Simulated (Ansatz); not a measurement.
# C3H5N: the cost of one run

Program: Ansatz 0.2.0 through its Python package. Level of theory: PBE0+D4/def2-SVPD. These are calculated values, not measurements.

## (1) The system

Bond lengths: N1–C2 1.386 Å, C2–C3 1.437 Å, C2–C4 1.406 Å, C3–C4 1.352 Å, N1–H5 1.056 Å, N1–H6 1.062 Å, C2–H7 1.111 Å, C3–H8 1.014 Å, C4–H9 1.104 Å. Angles (14 of 15 angles, heavy atoms first): N1–C2–C3 117.8°, N1–C2–C4 120.4°, C3–C2–C4 56.7°, C2–C3–C4 60.5°, C2–C4–C3 62.8°, N1–C2–H7 116.6°, C3–C2–H7 118.3°, C4–C2–H7 113.5°, C2–N1–H5 113.6°, C2–N1–H6 114.6°, C2–C3–H8 147.6°, C4–C3–H8 150.7°, C2–C4–H9 150.5°, C3–C4–H9 145.5°.

The script holds or builds the structure itself.

## (2) The script

Contents of c3h5n.py:

```python
# -*- coding: utf-8 -*-
"""Response of C3H5N to a pair of distant point charges."""

import warnings

import ansatz as az
import numpy as np

GEOMETRY = """
N    -0.19070    1.21490   -0.57670
C     0.51770    0.09660   -0.16770
C    -0.21520   -1.12170    0.04320
C     0.29670   -0.45990    1.10470
H    -0.41410    1.22020   -1.60920
H    -1.15730    1.30720   -0.14670
H     1.57370    0.02510   -0.50510
H    -0.63170   -1.95190   -0.36480
H     0.30940   -0.37690    2.20530
"""


def main():
    warnings.simplefilter("ignore", az.DeckWarning)

    mol = az.Crystal.molecule()
    for line in GEOMETRY.strip().splitlines():
        symbol, *xyz = line.split()
        mol = mol.atom(symbol, [float(v) for v in xyz])

    calculation = (
        mol.calculation()
        .basis(gaussian="def2-SVPD")
        .functional("pbe0", dispersion="d4")
        .forces()
    )
    # charges +q and -q at -R and +R make a nearly even field 2 k q / R^2 at the centre
    centre = np.mean([site.position_ang for site in mol.cartesian_sites], axis=0)
    field = 2 * 14.399645 * 4.0 / 25.0 ** 2


    def dipole(axis, sign):
        arm = 25.0 * np.eye(3)[axis]
        pair = [{"charge": sign * 4.0, "position_ang": (centre - arm).tolist()}, {"charge": -sign * 4.0, "position_ang": (centre + arm).tolist()}]
        deck = calculation.input().set(az.key.basis.gaussian.point_charges, pair)
        return np.array(az.Session.from_dict(deck).plan().execute().report["charge_distribution"]["dipole_moment_e_ang"])


    print(f"field {field:.4f} V/A")
    alpha = np.array([(dipole(axis, 1) - dipole(axis, -1)) / (2 * field) * 14.399645 for axis in range(3)])
    print("polarisability tensor (A^3)")
    print(np.array2string(alpha, precision=3, suppress_small=True))
    print(f"mean {np.trace(alpha) / 3:.3f} A^3 = {np.trace(alpha) / 3 / 0.14818471:.2f} bohr^3")


if __name__ == "__main__":
    main()
```

## (3) Launch

The run is started by

```bash
$ python c3h5n.py
```

What time and memory should one allow on 1 thread of Arm Neoverse V2, shared host?

About 18 s, with a peak of 0.28 GiB.
